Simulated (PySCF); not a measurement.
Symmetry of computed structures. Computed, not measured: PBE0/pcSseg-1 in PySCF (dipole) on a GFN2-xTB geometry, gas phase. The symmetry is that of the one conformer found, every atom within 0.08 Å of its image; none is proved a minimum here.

Question: What symmetry has fluoroacetylene, `C#CF`?

Answer: C∞v; linear; symmetry number 1; dipole 0.64 D, along the axis.

Question: What symmetry has `[CH3:1][CH2:2][C@@H:3]([SiH3:4])[C@@H:5]([SiH3:6])[SiH2:7][CH3:8]` with C1–C2–C3–Si4 61°, C2–C3–C5–Si6 -57°, C3–C5–Si7–C8 46°?

Answer: C1; asymmetric top; symmetry number 1; this conformer is chiral (no improper operation); dipole 1.14 D.

Question: `[CH3:1][CH2:2][CH2:3][CH2:4][C:5]([SiH3:6])([SiH3:7])[SiH3:8]` with C1–C2–C3–C4 180°, C2–C3–C4–C5 180°: symmetry, top, dipole?

Answer: Cs; near-prolate asymmetric top; symmetry number 1; 2 operations, which sort the 26 atoms into 17 sets; dipole 1.07 D, in the ac plane, which is the mirror; A, B, C = 1514, 588.7, 582.7 MHz; heavy atoms equivalent by symmetry: Si6/Si7.
